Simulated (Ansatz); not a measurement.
A calculation on hcp Re returned lattice constant a 2.782 Å, lattice parameter c 4.494 Å.

For reference: lattice constant a 2.761 Å (measured, 293 K, no zero-point or thermal correction; as tabulated in Wikipedia's data pages); lattice parameter c 4.458 Å (measured, 293 K, not corrected to a static lattice; as tabulated in Wikipedia's data pages).

Q: Which level of theory produced these numbers?
(A) r²SCANh (Ansatz, a program for electronic structure)
(B) revPBE (Ansatz)
(C) Hartree–Fock (Ansatz)
(D) HSE06 (Ansatz)

A: B, revPBE (Ansatz)

The others give: Hartree–Fock 2.762 Å, 4.449 Å; r²SCANh 2.747 Å, 4.463 Å; HSE06 2.745 Å, 4.454 Å.

Unless a cell is named, each level is at its own relaxed cell (Hartree–Fock 14.70, HSE06 14.54, r²SCANh 14.58, revPBE 15.06 Å³/atom).

Ansatz's density-functional and Hartree–Fock values are scalar-relativistic unless marked +SOC, with PAW data made under PBE.
